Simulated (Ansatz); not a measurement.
A run of Ansatz (development build ahead of 0.2.0) on singlet SiH4 at this shape:

```yaml
atoms:
  - { symbol: Si, position_ang: [0.0000, 0.0000, 0.0000] }
  - { symbol: H, position_ang: [0.7929, 0.7929, 0.7929] }
  - { symbol: H, position_ang: [0.7929, -0.7929, -0.7929] }
  - { symbol: H, position_ang: [-0.7929, 0.7929, -0.7929] }
  - { symbol: H, position_ang: [-0.7929, -0.7929, 0.7929] }
```

Its results:

```
Converged                       : yes
Total energy                    : -287.91178 hartree
Spin squared of the determinant : 0.000
```

Question: Which input gives this output? Name the method, the orbitals and the basis set, and write the input.

Answer: RHF in STO-3G. An unrestricted run that stays on the closed shell gives the same numbers.

```yaml
crystal:
  periodic: [false, false, false]
  atoms:
    - { symbol: Si, position_ang: [0.0, 0.0, 0.0] }
    - { symbol: H, position_ang: [0.79292, 0.79292, 0.79292] }
    - { symbol: H, position_ang: [0.79292, -0.79292, -0.79292] }
    - { symbol: H, position_ang: [-0.79292, 0.79292, -0.79292] }
    - { symbol: H, position_ang: [-0.79292, -0.79292, 0.79292] }
basis:
  gaussian: { orbitals: STO-3G }
hamiltonian:
  xc: hf
```
